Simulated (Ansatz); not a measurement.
AsH, quintet in aug-cc-pVDZ: errors against UCCSDT(Q)

Geometry: that of the AsH, triplet, kept fixed. The triplet lies 6.3 eV lower here.

```xyz
2

As    0.0000    0.0000    0.0000
H     0.0000    0.0000    1.5314
```

Basis aug-cc-pVDZ; Ansatz 0.2.0. Correlated methods freeze the noble-gas cores and the filled d shells of p-block atoms, which leaves 6 electrons in 31 orbitals. Prefix R: restricted or restricted open-shell reference; prefix U: unrestricted. Active spaces: valence = (6e, 5o) chosen from the atoms' valence shells. No spin–orbit coupling is included, and no scalar relativity.

Full CI isn't at hand for all of this; UCCSDT(Q) serves as the reference, and is uncertain by about the last step of the cluster series. The frozen core follows each run's orbitals, which can shift R against U totals by a few meV for light atoms and by up to 0.1 eV past Ca.

- UHF ⟨S²⟩: 6.005
- T1 diagnostic (RCCSD): 0.0265
- largest doubles amplitude (RCCSD): 0.048
- T1 diagnostic (UCCSD): 0.0282

```json
{"level": "UHF", "E − E(UCCSDT(Q)) (kJ/mol)": "217.8", "share of correlation (%)": "3.57", "wall time": "–"}
{"level": "UMP2", "E − E(UCCSDT(Q)) (kJ/mol)": "51.3", "share of correlation (%)": "77.27", "wall time": "–"}
{"level": "UCCSD", "E − E(UCCSDT(Q)) (kJ/mol)": "6.2", "share of correlation (%)": "97.24", "wall time": "–"}
{"level": "UCCSD(T)", "E − E(UCCSDT(Q)) (kJ/mol)": "1.4", "share of correlation (%)": "99.37", "wall time": "11 s"}
{"level": "UCCSDT", "E − E(UCCSDT(Q)) (kJ/mol)": "0.2", "share of correlation (%)": "99.90", "wall time": "–"}
```

The correlation energy at UCCSDT(Q), counted from RHF, is -2.341 eV. That run took 15 s on 1 thread of Intel Xeon, shared host.

Run but not shown, since their state or frozen core can't be matched to the reference's or they repeat it: RHF, RMP2, CISD, RCCSD, RCCSD(T), BCCD(T), RCCSDT, RCCSDT(Q), CASSCF (valence space), NEVPT2 (valence space), MRCISD (valence space), MRCISD+Q (valence space), MRCISD+Q(relaxed) (valence space).

Times hold each run's SCF and search for its determinant on a shared host, so for small cases they say little of a method's own cost; they ran on 1 thread of Intel Xeon.

Natural occupations of CASSCF (valence space) about the gap: 2.000 1.000 1.000 1.000 1.000; effectively unpaired electrons, Σ n²(2−n)², 4.00.
